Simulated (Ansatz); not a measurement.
Trigonal Te was calculated with B3LYP (VWN-RPA form) in Ansatz (plane waves, PAW).

Settings: plane-wave cutoff 460 eV, 9×9×4 k mesh (along the axes of the cell as run), Fermi–Dirac smearing 0.01 eV, scalar-relativistic PAW data made under PBE.

Cell (relaxed at this level):

```yaml
crystal:
  lattice:
    - [2.71758, -4.70698, 0.00000]
    - [2.71758, 4.70698, 0.00000]
    - [0.00000, 0.00000, 5.74899]
  atoms:
    - { symbol: Te, position: [0.00000, 0.21306, 0.66667] }
    - { symbol: Te, position: [0.78694, 0.78694, 0.00000] }
    - { symbol: Te, position: [0.21306, 0.00000, 0.33333] }
```

**Question.** Predict the band gap, smallest direct gap on the k points sampled and direct gap at Γ.

**Answer.** 
- band gap: 2.12 eV
- smallest direct gap on the k points sampled: 2.36 eV
- direct gap at Γ: 3.21 eV

Measured, for comparison: band gap 0.33 eV (temperature not stated, not corrected to a static lattice, compiled measured gap; kind and temperature not stated; as tabulated in Kothakonda et al. (2022), arXiv:2208.02841).

Note: the cell comes from a level without a dispersion term, which matters for the spacing of layers, chains or molecules.

Spin–orbit coupling is not included; with these elements it can move the gap by several tenths of an eV or more.

Computed values are for the static lattice.

Ansatz is a program for electronic structure.
